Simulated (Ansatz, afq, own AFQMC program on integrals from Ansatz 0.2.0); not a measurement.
Where AFQMC and coupled cluster stand for SiH$_{2}$, triplet

```yaml
atoms:
  - { symbol: H, position_ang: [0.0000, 0.0000, -1.1670] }
  - { symbol: H, position_ang: [0.0000, 0.0000, -0.4220] }
  - { symbol: Si, position_ang: [0.0000, 0.0000, 1.5890] }
```

Basis cc-pVTZ. Noble-gas cores (and the filled d shells of Ga–Kr and In–Xe) are frozen. Integrals, coupled cluster, full CI and functionals: Ansatz 0.2.0; the random walks run on the same integrals in our own AFQMC program. The CISD trial takes its coefficients from CCSD amplitudes. Released means that phaseless walkers are propagated on without the constraint, phases kept. Uncertainties: one standard error, sampling alone.

Determinant: UHF, the one that the program's search chose, which needn't be the lowest solution. The geometry is a point of a scan.

No full CI on the walks' own integrals is used here; CCSDT(Q) serves as the reference and is uncertain by about the last step of the cluster series.

Cautions: lower spins were not checked; the ph-AFQMC/HF walk drifts between its halves (2.5 errors).

```
T1 diagnostic                               : 0.0157
weight of the determinant in the CISD state : 0.915
⟨S²⟩ of the determinant                     : 2.021
size of the correlated space                : 6 electrons in 57 orbitals
```

Reference: CCSDT(Q), correlation energy -3.344 eV. The released energy is read at 2.40 1/Eh (meV from the phaseless value at times in 1/Eh: -1.7 ± 1.1 at 0.24, -2.9 ± 1.0 at 0.51, -9.9 ± 0.9 at 0.99, -11.0 ± 1.8 at 1.62, -11.2 ± 1.0 at 2.40).

| level | E − E(reference) (kJ/mol) | share of correlation (%) |
| --- | --- | --- |
| HF | 322.6 | 0.00 |
| MP2 | 77.5 | 75.97 |
| CCSD | 11.1 | 96.55 |
| CCSD(T) | 2.5 | 99.22 |
| CCSDT | 0.3 | 99.92 |
| ph-AFQMC/HF | 3.8 ± 1.6 | 98.83 |
| ph-AFQMC/CISD | 1.2 ± 0.2 | 99.63 |
| released AFQMC | 0.1 ± 0.1 | 99.97 |

A walk keeps the symmetry of its determinant, which the program's search chose and which needn't be the lowest solution, so a lower state of the same spin and another symmetry isn't excluded. Released energies are given only where the last usable release times agree within the noise; a slower fall can still hide under it.
